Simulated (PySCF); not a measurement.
# ClHLi: the cost of one run

Programs: PySCF 2.14.0. All values are calculated, for the isolated system unless a continuum is named. Atoms count from 0, parts from 1.

## 1. The system as given

3 atoms, charge 1, multiplicity 1; geometry: GFN2-xTB. Parts: 1 = atom 0, `[Li+]`, charge 1; 2 = atoms 1–2, `Cl`, charge 0.

## 2. Geometry optimisation at PBE0-D3(BJ)/def2-TZVPD

What the job is given:

```
{"job": {"xc": "PBE0", "basis": "def2-TZVPD", "d3": "d3bj", "grid": 3, "kind": "geom", "shake": 0.01}, "charge": 1, "multiplicity": 1, "parts": [{"atoms": "0-0", "charge": 1, "multiplicity": 1}, {"atoms": "1-2", "charge": 0, "multiplicity": 1}]}
Li     0.130253    -0.195952    -0.158259
Cl     0.206557    -2.124613    -0.969135
H      0.252266    -3.282652    -1.453765
```

Run with:

```bash
> OMP_NUM_THREADS=1 python cluster_run.py task.json out
```

The driver reads the jobs from task.json and runs them one after another.

Q: Estimate the wall time and peak memory of this first job on 1 thread of Arm Neoverse N1, shared host.

About 34 s, with a peak of 0.34 GiB.
